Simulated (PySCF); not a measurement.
AlH, optimised at PBE/def2-SVP:

```xyz
2

Al     0.0053    -0.6208     0.5689
H     -0.0053     0.6208    -0.5689
```

Computed with PySCF (xtb for GFN2) and rigid-rotor harmonic-oscillator thermochemistry at 1 bar. 6-31G* has spherical d functions here. All species are closed-shell singlets. B3LYP is the form with VWN-RPA correlation.

**Question.** List the harmonic frequencies (cm⁻¹, unscaled) at this level and at the other levels, each on its own geometry.

**Answer.** 
- PBE/def2-SVP: 1595
- B3LYP/6-31G*: 1649
- GFN2-xTB: 1540
- HF/6-31G*: 1769
- PBE0/def2-TZVP: 1648
